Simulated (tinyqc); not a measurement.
Worked calculation (part 2 of 3): UHF in the sto-6g basis, for CH2, spin multiplicity 3. Computed by tinyqc, a small Python program that keeps every step (integrals from PySCF). Command: `OMP_NUM_THREADS=1 python tinyqc.py 24299 24300 out.jsonl` (the two numbers bound the seeds that draw the settings). One thread of a shared host (Intel(R) Xeon(R) Processor @ 2.60GHz), about 0.3 s of CPU time with the checks.

Geometry (angstrom):
```
atom         x          y         z
C     0.000000   0.000000  0.000000
H     0.000000   0.885000  0.605000
H     0.000000  -0.866000  0.592000
```

## Iteration 2: building the Fock matrix

D(alpha) after iteration 1, order 1C 1s, 1C 2s, 1C 2px, 1C 2py, 1C 2pz, 2H 1s, 3H 1s:
$$\begin{pmatrix}
1.054890 & -0.215432 & 0.000000 & -0.000088 & 0.060251 & -0.019582 & -0.020693 \\
-0.215432 & 0.895290 & 0.000000 & 0.003472 & -0.377096 & -0.000417 & -0.001133 \\
0.000000 & 0.000000 & 1.000000 & 0.000000 & 0.000000 & 0.000000 & 0.000000 \\
-0.000088 & 0.003472 & 0.000000 & 0.284652 & -0.001832 & 0.241429 & -0.240509 \\
0.060251 & -0.377096 & 0.000000 & -0.001832 & 0.587795 & 0.240681 & 0.239448 \\
-0.019582 & -0.000417 & 0.000000 & 0.241429 & 0.240681 & 0.339988 & -0.070002 \\
-0.020693 & -0.001133 & 0.000000 & -0.240509 & 0.239448 & -0.070002 & 0.336008
\end{pmatrix}$$

D(beta) after iteration 1, order 1C 1s, 1C 2s, 1C 2px, 1C 2py, 1C 2pz, 2H 1s, 3H 1s:
$$\begin{pmatrix}
1.035502 & -0.120443 & 0.000000 & -0.000062 & -0.016090 & -0.066913 & -0.068147 \\
-0.120443 & 0.473962 & 0.000000 & 0.002341 & 0.066975 & 0.181926 & 0.179510 \\
0.000000 & 0.000000 & 0.000000 & 0.000000 & 0.000000 & 0.000000 & 0.000000 \\
-0.000062 & 0.002341 & 0.000000 & 0.270789 & -0.000706 & 0.241278 & -0.239186 \\
-0.016090 & 0.066975 & 0.000000 & -0.000706 & 0.009469 & 0.024768 & 0.026265 \\
-0.066913 & 0.181926 & 0.000000 & 0.241278 & 0.024768 & 0.283670 & -0.143754 \\
-0.068147 & 0.179510 & 0.000000 & -0.239186 & 0.026265 & -0.143754 & 0.281321
\end{pmatrix}$$

core Hamiltonian H = T + V (hartree), order 1C 1s, 1C 2s, 1C 2px, 1C 2py, 1C 2pz, 2H 1s, 3H 1s:
$$\begin{pmatrix}
-18.937397 & -4.353972 & 0.000000 & 0.000677 & -0.021320 & -1.213622 & -1.278789 \\
-4.353972 & -5.633724 & 0.000000 & 0.004479 & -0.203027 & -2.545713 & -2.629983 \\
0.000000 & 0.000000 & -4.557529 & 0.000000 & 0.000000 & 0.000000 & 0.000000 \\
0.000677 & 0.004479 & 0.000000 & -4.739806 & 0.002403 & -1.696939 & 1.735165 \\
-0.021320 & -0.203027 & 0.000000 & 0.002403 & -4.642711 & -1.214606 & -1.241522 \\
-1.213622 & -2.545713 & 0.000000 & -1.696939 & -1.214606 & -3.666148 & -0.866142 \\
-1.278789 & -2.629983 & 0.000000 & 1.735165 & -1.241522 & -0.866142 & -3.722880
\end{pmatrix}$$

nuclear repulsion = 6.29065992 hartree

Given earlier and not repeated: Two-electron integrals (ij|kl) in chemists' order.

J_ij = sum D_kl (ij|kl) with D = D(alpha) + D(beta), K_ij = sum D_kl (ik|jl) for each spin; F = H + J - K(s); E = tr D H + tr D J / 2 - 0.5 sum_s tr D(s) K(s) + E_nn.

Coulomb J (hartree), order 1C 1s, 1C 2s, 1C 2px, 1C 2py, 1C 2pz, 2H 1s, 3H 1s:
$$\begin{pmatrix}
11.435657 & 2.078225 & 0.000000 & -0.000284 & 0.012578 & 0.592263 & 0.624334 \\
2.078225 & 5.092874 & 0.000000 & -0.000902 & 0.127268 & 2.276463 & 2.349830 \\
0.000000 & 0.000000 & 5.053101 & 0.000000 & 0.000000 & 0.000000 & 0.000000 \\
-0.000284 & -0.000902 & 0.000000 & 5.147240 & -0.000653 & 1.676393 & -1.713586 \\
0.012578 & 0.127268 & 0.000000 & -0.000653 & 5.078283 & 1.179293 & 1.205830 \\
0.592263 & 2.276463 & 0.000000 & 1.676393 & 1.179293 & 3.806009 & 0.748332 \\
0.624334 & 2.349830 & 0.000000 & -1.713586 & 1.205830 & 0.748332 & 3.849369
\end{pmatrix}$$

exchange K(alpha) (hartree), order 1C 1s, 1C 2s, 1C 2px, 1C 2py, 1C 2pz, 2H 1s, 3H 1s:
$$\begin{pmatrix}
3.634047 & 0.597644 & 0.000000 & -0.000066 & -0.000606 & 0.180199 & 0.189625 \\
0.597644 & 0.993205 & 0.000000 & -0.001351 & -0.043942 & 0.491032 & 0.504952 \\
0.000000 & 0.000000 & 0.862543 & 0.000000 & 0.000000 & 0.000000 & 0.000000 \\
-0.000066 & -0.001351 & 0.000000 & 0.702822 & -0.003417 & 0.351485 & -0.356120 \\
-0.000606 & -0.043942 & 0.000000 & -0.003417 & 0.771559 & 0.245149 & 0.248181 \\
0.180199 & 0.491032 & 0.000000 & 0.351485 & 0.245149 & 0.668250 & 0.164618 \\
0.189625 & 0.504952 & 0.000000 & -0.356120 & 0.248181 & 0.164618 & 0.678378
\end{pmatrix}$$

exchange K(beta) (hartree), order 1C 1s, 1C 2s, 1C 2px, 1C 2py, 1C 2pz, 2H 1s, 3H 1s:
$$\begin{pmatrix}
3.577576 & 0.548778 & 0.000000 & -0.000059 & 0.002849 & 0.162315 & 0.171068 \\
0.548778 & 0.672345 & 0.000000 & -0.002194 & 0.168073 & 0.424909 & 0.435415 \\
0.000000 & 0.000000 & 0.137385 & 0.000000 & 0.000000 & 0.000000 & 0.000000 \\
-0.000059 & -0.002194 & 0.000000 & 0.614590 & -0.002117 & 0.332585 & -0.336630 \\
0.002849 & 0.168073 & 0.000000 & -0.002117 & 0.191505 & 0.163254 & 0.167793 \\
0.162315 & 0.424909 & 0.000000 & 0.332585 & 0.163254 & 0.589815 & 0.118611 \\
0.171068 & 0.435415 & 0.000000 & -0.336630 & 0.167793 & 0.118611 & 0.599072
\end{pmatrix}$$

F(alpha) (hartree), order 1C 1s, 1C 2s, 1C 2px, 1C 2py, 1C 2pz, 2H 1s, 3H 1s:
$$\begin{pmatrix}
-11.135787 & -2.873390 & 0.000000 & 0.000458 & -0.008136 & -0.801559 & -0.844079 \\
-2.873390 & -1.534055 & 0.000000 & 0.004928 & -0.031817 & -0.760282 & -0.785106 \\
0.000000 & 0.000000 & -0.366971 & 0.000000 & 0.000000 & 0.000000 & 0.000000 \\
0.000458 & 0.004928 & 0.000000 & -0.295388 & 0.005167 & -0.372031 & 0.377700 \\
-0.008136 & -0.031817 & 0.000000 & 0.005167 & -0.335987 & -0.280463 & -0.283873 \\
-0.801559 & -0.760282 & 0.000000 & -0.372031 & -0.280463 & -0.528389 & -0.282428 \\
-0.844079 & -0.785106 & 0.000000 & 0.377700 & -0.283873 & -0.282428 & -0.551888
\end{pmatrix}$$

F(beta) (hartree), order 1C 1s, 1C 2s, 1C 2px, 1C 2py, 1C 2pz, 2H 1s, 3H 1s:
$$\begin{pmatrix}
-11.079316 & -2.824525 & 0.000000 & 0.000452 & -0.011591 & -0.783675 & -0.825522 \\
-2.824525 & -1.213195 & 0.000000 & 0.005771 & -0.243832 & -0.694159 & -0.715568 \\
0.000000 & 0.000000 & 0.358187 & 0.000000 & 0.000000 & 0.000000 & 0.000000 \\
0.000452 & 0.005771 & 0.000000 & -0.207155 & 0.003867 & -0.353131 & 0.358209 \\
-0.011591 & -0.243832 & 0.000000 & 0.003867 & 0.244066 & -0.198568 & -0.203485 \\
-0.783675 & -0.694159 & 0.000000 & -0.353131 & -0.198568 & -0.449954 & -0.236420 \\
-0.825522 & -0.715568 & 0.000000 & 0.358209 & -0.203485 & -0.236420 & -0.472583
\end{pmatrix}$$

total energy of this density = -38.78900778 hartree

## Iteration 2: DIIS over 2 matrices

error matrix X^T (FDS - SDF) X (alpha):
$$\begin{pmatrix}
0.000000 & 0.000245 & -0.074368 & 0.000000 & 0.011737 & 0.000917 & -0.015963 \\
-0.000245 & 0.000000 & -0.005981 & 0.000000 & 0.000326 & -0.014590 & -0.000451 \\
0.074368 & 0.005981 & 0.000000 & 0.000000 & 0.012042 & -0.000165 & -0.011102 \\
0.000000 & 0.000000 & 0.000000 & 0.000000 & 0.000000 & 0.000000 & 0.000000 \\
-0.011737 & -0.000326 & -0.012042 & 0.000000 & 0.000000 & 0.000012 & -0.000829 \\
-0.000917 & 0.014590 & 0.000165 & 0.000000 & -0.000012 & 0.000000 & 0.000026 \\
0.015963 & 0.000451 & 0.011102 & 0.000000 & 0.000829 & -0.000026 & 0.000000
\end{pmatrix}$$

B (overlaps of the stored error matrices):
$$\begin{pmatrix}
1.9860626e+00 & 4.1824623e-04 \\
4.1824623e-04 & 4.5594568e-02
\end{pmatrix}$$

Minimise |sum c_i e_i|^2 with sum c_i = 1: solve [B -1; -1 0][c; lambda] = [0; -1] with B_ij = tr e_i^T e_j summed over both spins, and take F = sum c_i F_i.

DIIS coefficients: [0.022245, 0.977755]

extrapolated F(alpha) (hartree), order 1C 1s, 1C 2s, 1C 2px, 1C 2py, 1C 2pz, 2H 1s, 3H 1s:
$$\begin{pmatrix}
-11.155278 & -2.876502 & 0.000000 & 0.000473 & -0.008407 & -0.802796 & -0.845382 \\
-2.876502 & -1.539603 & 0.000000 & 0.004968 & -0.034986 & -0.764519 & -0.789470 \\
0.000000 & 0.000000 & -0.359948 & 0.000000 & 0.000000 & 0.000000 & 0.000000 \\
0.000473 & 0.004968 & 0.000000 & -0.295008 & 0.005134 & -0.371489 & 0.377218 \\
-0.008407 & -0.034986 & 0.000000 & 0.005134 & -0.332000 & -0.280569 & -0.284014 \\
-0.802796 & -0.764519 & 0.000000 & -0.371489 & -0.280569 & -0.531297 & -0.285347 \\
-0.845382 & -0.789470 & 0.000000 & 0.377218 & -0.284014 & -0.285347 & -0.554925
\end{pmatrix}$$

extrapolated F(beta) (hartree), order 1C 1s, 1C 2s, 1C 2px, 1C 2py, 1C 2pz, 2H 1s, 3H 1s:
$$\begin{pmatrix}
-11.059427 & -2.822133 & 0.000000 & 0.000459 & -0.011640 & -0.783198 & -0.825016 \\
-2.822133 & -1.214939 & 0.000000 & 0.005758 & -0.241224 & -0.693808 & -0.715244 \\
0.000000 & 0.000000 & 0.353758 & 0.000000 & 0.000000 & 0.000000 & 0.000000 \\
0.000459 & 0.005758 & 0.000000 & -0.202789 & 0.003848 & -0.350116 & 0.355197 \\
-0.011640 & -0.241224 & 0.000000 & 0.003848 & 0.240415 & -0.198192 & -0.203067 \\
-0.783198 & -0.693808 & 0.000000 & -0.350116 & -0.198192 & -0.447388 & -0.237715 \\
-0.825016 & -0.715244 & 0.000000 & 0.355197 & -0.203067 & -0.237715 & -0.470022
\end{pmatrix}$$

## Iteration 2: diagonalisation and new density

X, order 1C 1s, 1C 2s, 1C 2px, 1C 2py, 1C 2pz, 2H 1s, 3H 1s:
$$\begin{pmatrix}
-0.264669 & -0.024352 & 0.790990 & 0.000000 & -0.595053 & 0.001855 & 0.160483 \\
1.322075 & 0.086962 & -0.339538 & 0.000000 & -0.292919 & 0.005245 & 0.425759 \\
0.000000 & 0.000000 & 0.000000 & 1.000000 & 0.000000 & 0.000000 & 0.000000 \\
-0.097995 & 1.097188 & 0.000916 & 0.000000 & -0.003804 & 0.626121 & -0.006915 \\
0.653849 & 0.045252 & 0.604754 & 0.000000 & 0.669595 & 0.004566 & 0.203821 \\
-0.816661 & -0.970493 & -0.147151 & 0.000000 & 0.116026 & 0.384908 & 0.356617 \\
-0.987467 & 0.846661 & -0.144557 & 0.000000 & 0.115108 & -0.370915 & 0.367729
\end{pmatrix}$$

Diagonalise F' = X^T F X, C = X C', fill 5 alpha and 3 beta electrons from the bottom; D(s) = C_occ C_occ^T. Each column has its largest component positive (the first on a tie).

F' = X^T F X (alpha) (hartree):
$$\begin{pmatrix}
0.583846 & -0.026977 & 0.687195 & 0.000000 & -0.299258 & -0.007513 & 0.019744 \\
-0.026977 & 0.714564 & 0.080096 & 0.000000 & -0.046783 & 0.090037 & 0.010907 \\
0.687195 & 0.080096 & -5.436294 & 0.000000 & 4.805560 & -0.018833 & -2.220662 \\
0.000000 & 0.000000 & 0.000000 & -0.359948 & 0.000000 & 0.000000 & 0.000000 \\
-0.299258 & -0.046783 & 4.805560 & 0.000000 & -4.990903 & 0.021127 & 2.261769 \\
-0.007513 & 0.090037 & -0.018833 & 0.000000 & 0.021127 & -0.543604 & -0.008010 \\
0.019744 & 0.010907 & -2.220662 & 0.000000 & 2.261769 & -0.008010 & -1.951876
\end{pmatrix}$$

orbital energies (alpha) (hartree): MO1 -11.158353, MO2 -0.923037, MO3 -0.550002, MO4 -0.421128, MO5 -0.359948, MO6 0.697144, MO7 0.731109

coefficients C (alpha), order 1C 1s, 1C 2s, 1C 2px, 1C 2py, 1C 2pz, 2H 1s, 3H 1s:
$$\begin{pmatrix}
0.995194 & -0.227125 & -0.003609 & 0.097553 & 0.000000 & 0.140725 & 0.069455 \\
0.022111 & 0.745118 & 0.020154 & -0.529528 & 0.000000 & -1.015464 & -0.519776 \\
0.000000 & 0.000000 & 0.000000 & 0.000000 & 1.000000 & 0.000000 & 0.000000 \\
-0.000166 & -0.006482 & 0.546311 & 0.006211 & 0.000000 & -0.492702 & 1.031612 \\
0.003456 & 0.067030 & -0.011034 & 0.791206 & 0.000000 & -0.724934 & -0.359238 \\
-0.005084 & 0.222347 & 0.442500 & 0.268659 & 0.000000 & 1.206508 & -0.382266 \\
-0.005301 & 0.234194 & -0.440860 & 0.253902 & 0.000000 & 0.453746 & 1.216261
\end{pmatrix}$$

F' = X^T F X (beta) (hartree):
$$\begin{pmatrix}
0.704961 & -0.023773 & 0.608983 & 0.000000 & -0.371918 & -0.009636 & 0.093359 \\
-0.023773 & 0.800675 & 0.072933 & 0.000000 & -0.053875 & 0.121480 & 0.016116 \\
0.608983 & 0.072933 & -5.095213 & 0.000000 & 5.104430 & -0.017784 & -2.208532 \\
0.000000 & 0.000000 & 0.000000 & 0.353758 & 0.000000 & 0.000000 & 0.000000 \\
-0.371918 & -0.053875 & 5.104430 & 0.000000 & -4.556521 & 0.022225 & 2.265869 \\
-0.009636 & 0.121480 & -0.017784 & 0.000000 & 0.022225 & -0.476388 & -0.006868 \\
0.093359 & 0.016116 & -2.208532 & 0.000000 & 2.265869 & -0.006868 & -1.787224
\end{pmatrix}$$

orbital energies (beta) (hartree): MO1 -11.061488, MO2 -0.734668, MO3 -0.487789, MO4 0.263417, MO5 0.353758, MO6 0.788789, MO7 0.822029

coefficients C (beta), order 1C 1s, 1C 2s, 1C 2px, 1C 2py, 1C 2pz, 2H 1s, 3H 1s:
$$\begin{pmatrix}
0.996133 & -0.200423 & -0.003457 & 0.138326 & 0.000000 & 0.139920 & 0.070575 \\
0.018269 & 0.608950 & 0.016070 & -0.704824 & 0.000000 & -0.998738 & -0.521695 \\
0.000000 & 0.000000 & 0.000000 & 0.000000 & 1.000000 & 0.000000 & 0.000000 \\
-0.000158 & -0.010176 & 0.519920 & -0.003583 & 0.000000 & -0.505106 & 1.039206 \\
0.003804 & 0.150082 & 0.002195 & 0.721381 & 0.000000 & -0.770281 & -0.385938 \\
-0.004753 & 0.293657 & 0.469483 & 0.282093 & 0.000000 & 1.179548 & -0.376371 \\
-0.004961 & 0.313528 & -0.454150 & 0.276993 & 0.000000 & 0.425447 & 1.198569
\end{pmatrix}$$

D(alpha) after iteration 2, order 1C 1s, 1C 2s, 1C 2px, 1C 2py, 1C 2pz, 2H 1s, 3H 1s:
$$\begin{pmatrix}
1.051527 & -0.198960 & 0.000000 & -0.000059 & 0.065440 & -0.030949 & -0.032107 \\
-0.198960 & 0.836497 & 0.000000 & 0.002888 & -0.369167 & 0.032218 & 0.031052 \\
0.000000 & 0.000000 & 1.000000 & 0.000000 & 0.000000 & 0.000000 & 0.000000 \\
-0.000059 & 0.002888 & 0.000000 & 0.298537 & -0.001549 & 0.241971 & -0.240787 \\
0.065440 & -0.369167 & 0.000000 & -0.001549 & 0.630634 & 0.222568 & 0.221433 \\
-0.030949 & 0.032218 & 0.000000 & 0.241971 & 0.222568 & 0.317448 & -0.074768 \\
-0.032107 & 0.031052 & 0.000000 & -0.240787 & 0.221433 & -0.074768 & 0.313699
\end{pmatrix}$$

D(beta) after iteration 2, order 1C 1s, 1C 2s, 1C 2px, 1C 2py, 1C 2pz, 2H 1s, 3H 1s:
$$\begin{pmatrix}
1.032462 & -0.103905 & 0.000000 & 0.000085 & -0.026299 & -0.065214 & -0.066211 \\
-0.103905 & 0.371412 & 0.000000 & 0.002155 & 0.091497 & 0.186280 & 0.183534 \\
0.000000 & 0.000000 & 0.000000 & 0.000000 & 0.000000 & 0.000000 & 0.000000 \\
0.000085 & 0.002155 & 0.000000 & 0.270421 & -0.000387 & 0.241106 & -0.239312 \\
-0.026299 & 0.091497 & 0.000000 & -0.000387 & 0.022544 & 0.045085 & 0.046039 \\
-0.065214 & 0.186280 & 0.000000 & 0.241106 & 0.045085 & 0.306672 & -0.121122 \\
-0.066211 & 0.183534 & 0.000000 & -0.239312 & 0.046039 & -0.121122 & 0.304576
\end{pmatrix}$$

## Iteration 11 (converged): orbitals

converged F(alpha) (hartree), order 1C 1s, 1C 2s, 1C 2px, 1C 2py, 1C 2pz, 2H 1s, 3H 1s:
$$\begin{pmatrix}
-11.149290 & -2.881214 & 0.000000 & 0.000348 & -0.005714 & -0.802834 & -0.845417 \\
-2.881214 & -1.544467 & 0.000000 & 0.004535 & -0.011576 & -0.758527 & -0.783077 \\
0.000000 & 0.000000 & -0.376877 & 0.000000 & 0.000000 & 0.000000 & 0.000000 \\
0.000348 & 0.004535 & 0.000000 & -0.330287 & 0.004250 & -0.368304 & 0.373750 \\
-0.005714 & -0.011576 & 0.000000 & 0.004250 & -0.367305 & -0.263951 & -0.267104 \\
-0.802834 & -0.758527 & 0.000000 & -0.368304 & -0.263951 & -0.486216 & -0.280732 \\
-0.845417 & -0.783077 & 0.000000 & 0.373750 & -0.267104 & -0.280732 & -0.511321
\end{pmatrix}$$

converged F(beta) (hartree), order 1C 1s, 1C 2s, 1C 2px, 1C 2py, 1C 2pz, 2H 1s, 3H 1s:
$$\begin{pmatrix}
-11.089126 & -2.826145 & 0.000000 & 0.000360 & -0.008369 & -0.785686 & -0.827548 \\
-2.826145 & -1.145924 & 0.000000 & 0.006576 & -0.285580 & -0.686790 & -0.707467 \\
0.000000 & 0.000000 & 0.368491 & 0.000000 & 0.000000 & 0.000000 & 0.000000 \\
0.000360 & 0.006576 & 0.000000 & -0.187687 & 0.003576 & -0.354305 & 0.359355 \\
-0.008369 & -0.285580 & 0.000000 & 0.003576 & 0.215236 & -0.242248 & -0.246678 \\
-0.785686 & -0.686790 & 0.000000 & -0.354305 & -0.242248 & -0.485431 & -0.251594 \\
-0.827548 & -0.707467 & 0.000000 & 0.359355 & -0.246678 & -0.251594 & -0.505360
\end{pmatrix}$$

As before.

F' = X^T F X (alpha) (hartree):
$$\begin{pmatrix}
0.614005 & -0.025114 & 0.676164 & 0.000000 & -0.316589 & -0.004461 & -0.004454 \\
-0.025114 & 0.724699 & 0.079028 & 0.000000 & -0.048475 & 0.037357 & 0.009090 \\
0.676164 & 0.079028 & -5.453115 & 0.000000 & 4.776539 & -0.019337 & -2.220910 \\
0.000000 & 0.000000 & 0.000000 & -0.376877 & 0.000000 & 0.000000 & 0.000000 \\
-0.316589 & -0.048475 & 4.776539 & 0.000000 & -5.012330 & 0.021182 & 2.275972 \\
-0.004461 & 0.037357 & -0.019337 & 0.000000 & 0.021182 & -0.542936 & -0.007820 \\
-0.004454 & 0.009090 & -2.220910 & 0.000000 & 2.275972 & -0.007820 & -1.928865
\end{pmatrix}$$

orbital energies (alpha) (hartree): MO1 -11.152618, MO2 -0.912751, MO3 -0.544043, MO4 -0.446282, MO5 -0.376877, MO6 0.715279, MO7 0.741872

coefficients C (alpha), order 1C 1s, 1C 2s, 1C 2px, 1C 2py, 1C 2pz, 2H 1s, 3H 1s:
$$\begin{pmatrix}
0.994989 & -0.233267 & -0.004004 & 0.080254 & 0.000000 & 0.114684 & 0.110131 \\
0.023090 & 0.777977 & 0.022465 & -0.448534 & 0.000000 & -0.820134 & -0.811013 \\
0.000000 & 0.000000 & 0.000000 & 0.000000 & 1.000000 & 0.000000 & 0.000000 \\
-0.000159 & -0.006274 & 0.593278 & 0.012099 & 0.000000 & -0.764680 & 0.817689 \\
0.003352 & 0.029305 & -0.017067 & 0.821808 & 0.000000 & -0.560847 & -0.542344 \\
-0.005404 & 0.203911 & 0.402923 & 0.248770 & 0.000000 & 1.285833 & -0.005324 \\
-0.005629 & 0.214754 & -0.406166 & 0.230674 & 0.000000 & 0.060036 & 1.315651
\end{pmatrix}$$

F' = X^T F X (beta) (hartree):
$$\begin{pmatrix}
0.721124 & -0.022493 & 0.593291 & 0.000000 & -0.383619 & -0.010471 & 0.136466 \\
-0.022493 & 0.797871 & 0.071220 & 0.000000 & -0.054741 & 0.148948 & 0.020219 \\
0.593291 & 0.071220 & -5.075611 & 0.000000 & 5.136991 & -0.018503 & -2.249330 \\
0.000000 & 0.000000 & 0.000000 & 0.368491 & 0.000000 & 0.000000 & 0.000000 \\
-0.383619 & -0.054741 & 5.136991 & 0.000000 & -4.574238 & 0.021028 & 2.220417 \\
-0.010471 & 0.148948 & -0.018503 & 0.000000 & 0.021028 & -0.480960 & -0.007621 \\
0.136466 & 0.020219 & -2.249330 & 0.000000 & 2.220417 & -0.007621 & -1.806777
\end{pmatrix}$$

orbital energies (beta) (hartree): MO1 -11.091022, MO2 -0.736041, MO3 -0.498012, MO4 0.287283, MO5 0.368491, MO6 0.793556, MO7 0.825645

coefficients C (beta), order 1C 1s, 1C 2s, 1C 2px, 1C 2py, 1C 2pz, 2H 1s, 3H 1s:
$$\begin{pmatrix}
0.996311 & -0.186114 & -0.002625 & -0.151651 & 0.000000 & 0.140619 & 0.078116 \\
0.017269 & 0.533338 & 0.012212 & 0.737641 & 0.000000 & -0.991968 & -0.569930 \\
0.000000 & 0.000000 & 0.000000 & 0.000000 & 1.000000 & 0.000000 & 0.000000 \\
-0.000135 & -0.010136 & 0.496273 & 0.004596 & 0.000000 & -0.552477 & 1.026584 \\
0.003272 & 0.191568 & 0.003639 & -0.716977 & 0.000000 & -0.749910 & -0.414816 \\
-0.004239 & 0.329967 & 0.488659 & -0.246787 & 0.000000 & 1.186473 & -0.320830 \\
-0.004415 & 0.348851 & -0.470362 & -0.243332 & 0.000000 & 0.378594 & 1.205559
\end{pmatrix}$$

D(alpha) after iteration 11, order 1C 1s, 1C 2s, 1C 2px, 1C 2py, 1C 2pz, 2H 1s, 3H 1s:
$$\begin{pmatrix}
1.050873 & -0.194589 & 0.000000 & -0.000099 & 0.062521 & -0.034592 & -0.035557 \\
-0.194589 & 0.807468 & 0.000000 & 0.003017 & -0.346116 & 0.055984 & 0.054354 \\
0.000000 & 0.000000 & 1.000000 & 0.000000 & 0.000000 & 0.000000 & 0.000000 \\
-0.000099 & 0.003017 & 0.000000 & 0.352164 & -0.000367 & 0.240776 & -0.239525 \\
0.062521 & -0.346116 & 0.000000 & -0.000367 & 0.676530 & 0.203522 & 0.202776 \\
-0.034592 & 0.055984 & 0.000000 & 0.240776 & 0.203522 & 0.265842 & -0.062447 \\
-0.035557 & 0.054354 & 0.000000 & -0.239525 & 0.202776 & -0.062447 & 0.264332
\end{pmatrix}$$

D(beta) after iteration 11, order 1C 1s, 1C 2s, 1C 2px, 1C 2py, 1C 2pz, 2H 1s, 3H 1s:
$$\begin{pmatrix}
1.027281 & -0.082088 & 0.000000 & 0.000450 & -0.032403 & -0.066917 & -0.068091 \\
-0.082088 & 0.284897 & 0.000000 & 0.000652 & 0.102271 & 0.181878 & 0.180235 \\
0.000000 & 0.000000 & 0.000000 & 0.000000 & 0.000000 & 0.000000 & 0.000000 \\
0.000450 & 0.000652 & 0.000000 & 0.246389 & -0.000136 & 0.239164 & -0.236964 \\
-0.032403 & 0.102271 & 0.000000 & -0.000136 & 0.036722 & 0.064975 & 0.065103 \\
-0.066917 & 0.181878 & 0.000000 & 0.239164 & 0.064975 & 0.347683 & -0.114719 \\
-0.068091 & 0.180235 & 0.000000 & -0.236964 & 0.065103 & -0.114719 & 0.342957
\end{pmatrix}$$
